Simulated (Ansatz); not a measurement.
# FS: the cost of one run

Computed with Ansatz 0.2.0 (the levels named in each step, unless a step's input says otherwise).

## Step 1: The system as given

Bond lengths: F1–S2 1.626 Å.

Structure file:

```xyz
2

F     0.0000    0.0000    0.0000
S     0.0000    0.0000    1.6262
```

## Step 2: A rough first relaxation, PBE-D4/def2-SVPD

Input file input.yaml:

```yaml
crystal:
  periodic: [false, false, false]
  atoms:
    - { symbol: F, position_ang: [0.0, 0.0, 0.0] }
    - { symbol: S, position_ang: [0.0, 0.0, 1.6262] }
total_charge: -1
basis:
  gaussian: { orbitals: def2-SVPD }
hamiltonian:
  xc: pbe
  dispersion: d4
relax:
  f_tol: 0.03
  max_steps: 200
```

Command:

```
$ ansatz run input.yaml --threads 2 --pin off --max-ram 5120MiB --backend cpu --events-out ev --progress --plain --runs-dir out
```

Q: Estimate wall time and peak memory on 2 threads of Intel Xeon at 2.50GHz (Skylake/Cascade Lake), shared host.

About 5.4 s, with a peak of 0.097 GiB.
